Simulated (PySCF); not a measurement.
diphosphorus (P2), SMILES P#P. Heavy atoms are numbered as in [P:1]#[P:2].

Geometry optimised at B3LYP-D3(BJ)/def2-TZVPD.

Level of theory: PBE/pcSseg-2 run with PySCF.

GIAO shieldings, no solvent; atoms alike by connectivity are averaged. δ = σ(ref) − σ: ³¹P against PH3 (σ = 572.3 ppm), references at their B3LYP-D3(BJ)/def2-TZVP geometries, non-relativistic.

| nucleus | atoms | count | δ (ppm) |
|---|---|---|---|
| ³¹P | P1 | 2 | 896.8 |
